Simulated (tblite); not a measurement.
Species: C₄H₃S (doublet state).
Atom-mapped SMILES: `[H]/[C:1]=[CH:2]\[CH:3]=[C:4]=[S:5]` (hydrogens: H6 on C1; H7 on C2; H8 on C3)

Computed geometry: GFN2-xTB, gas phase. This method treats the open shell by occupation alone, without spin polarisation.

**Question.** Give the optimised bond lengths and angles.

**Answer.** 
```
 bond  length (Å)   order
C1=C2       1.288  double
C2–C3       1.489  single
C3=C4       1.300  double
C4=S5       1.561  double
C1–H6       1.061  single
C2–H7       1.082  single
C3–H8       1.076  single
```

Orders are formal, as drawn. A selection of angles:
```
   angle  degrees
C2–C1–H6    144.6
C1–C2–C3    125.0
C1–C2–H7    121.5
C3–C2–H7    113.5
C2–C3–C4    121.5
C2–C3–H8    116.4
C4–C3–H8    122.1
C3–C4–S5    174.1
```

Dihedral angles: C1–C2–C3–C4 180° (antiperiplanar).

The 3 C–C bonds span 1.288 Å (C1=C2, drawn double) to 1.489 Å (C2–C3, drawn single), a spread of 0.201 Å. C2 (carbon bonded to 2 C and H) is planar (angles 125.0°, 121.5° and 113.5°, sum 360.0°, 0.00 Å off the plane of its three neighbours). C3 (carbon bonded to 2 C and H) is planar (angles 122.1°, 121.5° and 116.4°, sum 360.0°, 0.00 Å off the plane of its three neighbours). The 5 heavy atoms lie in one plane (0.001 Å rms).

Point group: Cs (tolerance 0.08 Å). Its GFN2-xTB frequencies are all real (lowest 94 cm⁻¹).

Time: 0.11 s wall. Hardware: one thread, Arm Neoverse V2 (aarch64), shared host. These figures are those of the optimisation.

One conformer stands for the species.
